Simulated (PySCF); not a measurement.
## BP at ROHF

Level: ROHF. B 6-31G(d,p), P 6-31G(d,p); no relativity (PySCF 2.14).

- state: ³Π (triplet), unpaired electrons σ ↑, π ↑
- bond length: 1.722 Å
- harmonic wavenumber: 1057 cm⁻¹
- force constant: 5.35 mdyn/Å
- rotational constant Be: 0.7002 cm⁻¹
- anharmonicity ωexe: 6.76 cm⁻¹
- vibration–rotation constant αe: 0.00524 cm⁻¹
- well depth De to B + P: 1.64 eV
- dissociation energy D0: 1.57 eV
- bond order (Mayer): 2.24
- dipole moment (positive dipole means B(−)P(+)): -1.17 D

Hartree–Fock leaves out correlation, which carries a large part of most bond energies and some tenths to 1 eV of ionisation energies. The state is the lowest determinant that a PBE0 search found; another state may lie lower at other levels.
